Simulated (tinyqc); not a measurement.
RKS/LDA (PW92) in the sto-6g basis, for H2O, spin multiplicity 1, step by step. One step of it, computed by the program tinyqc.

Task: Iteration 2: diagonalisation and new density. Diagonalise F' = X^T F X, C = X C', fill 5 alpha and 5 beta electrons from the bottom; D = 2 C_occ C_occ^T. Each column has its largest component positive (the first on a tie).

extrapolated F (hartree), lower triangle:
```
             1O 1s      1O 2s     1O 2px     1O 2py     1O 2pz      2H 1s      3H 1s
1O 1s   -18.620050
1O 2s    -4.589372  -1.889680
1O 2px    0.000000   0.000000  -0.116040
1O 2py    0.000000   0.000000   0.000000  -0.288968
1O 2pz   -0.025764  -0.179404   0.000000   0.000000  -0.196698
2H 1s    -1.188892  -0.811262   0.000000  -0.269264  -0.230309  -0.456508
3H 1s    -1.188892  -0.811262   0.000000   0.269264  -0.230309  -0.313979  -0.456508
```

X:
```
                1          2          3         4          5          6         7
1O 1s   -0.286256   0.000000   0.770584  0.000000  -0.607061   0.000000  0.151529
1O 2s    1.245756   0.000000  -0.272275  0.000000  -0.268419   0.000000  0.428591
1O 2px   0.000000   0.000000   0.000000  1.000000   0.000000   0.000000  0.000000
1O 2py   0.000000   0.987258   0.000000  0.000000   0.000000   0.674201  0.000000
1O 2pz   0.512632   0.000000   0.636012  0.000000   0.676785   0.000000  0.174835
2H 1s   -0.780616  -0.897696  -0.149711  0.000000   0.119350   0.370733  0.371610
3H 1s   -0.780616   0.897696  -0.149711  0.000000   0.119350  -0.370733  0.371610
```

Give: F' = X^T F X; orbital energies; coefficients C; D after iteration 2.

Result:

F' = X^T F X (hartree), lower triangle:
```
         1       2        3        4        5        6        7
1   0.0642
2   0.0000  0.4432
3   1.1683  0.0000  -8.8440
4   0.0000  0.0000   0.0000  -0.1160
5  -0.9356  0.0000   8.3304   0.0000  -8.1453
6   0.0000  0.0314   0.0000   0.0000   0.0000  -0.4397
7   0.1467  0.0000  -3.7180   0.0000   3.6226   0.0000  -2.4623
```

orbital energies (hartree): MO1 -18.6259, MO2 -0.8872, MO3 -0.4408, MO4 -0.1788, MO5 -0.1160, MO6 0.3045, MO7 0.4443

coefficients C:
```
            MO1      MO2      MO3      MO4     MO5      MO6      MO7
1O 1s    0.9952  -0.2191   0.0000   0.1086  0.0000  -0.1305   0.0000
1O 2s    0.0235   0.8018   0.0000  -0.5572  0.0000   0.9633   0.0000
1O 2px   0.0000   0.0000   0.0000   0.0000  1.0000   0.0000   0.0000
1O 2py   0.0000   0.0000   0.6388   0.0000  0.0000   0.0000   1.0105
1O 2pz   0.0044   0.2153   0.0000   0.8165  0.0000   0.6655   0.0000
2H 1s   -0.0065   0.1607   0.4023   0.2168  0.0000  -0.8434  -0.8840
3H 1s   -0.0065   0.1607  -0.4023   0.2168  0.0000  -0.8434   0.8840
```

D after iteration 2, lower triangle:
```
          1O 1s    1O 2s  1O 2px   1O 2py  1O 2pz    2H 1s   3H 1s
1O 1s    2.1004
1O 2s   -0.4256   1.9078
1O 2px   0.0000   0.0000  2.0000
1O 2py   0.0000   0.0000  0.0000   0.8161
1O 2pz   0.0917  -0.5646  0.0000   0.0000  1.4262
2H 1s   -0.0362   0.0158  0.0000   0.5140  0.4231   0.4694
3H 1s   -0.0362   0.0158  0.0000  -0.5140  0.4231  -0.1780  0.4694
```
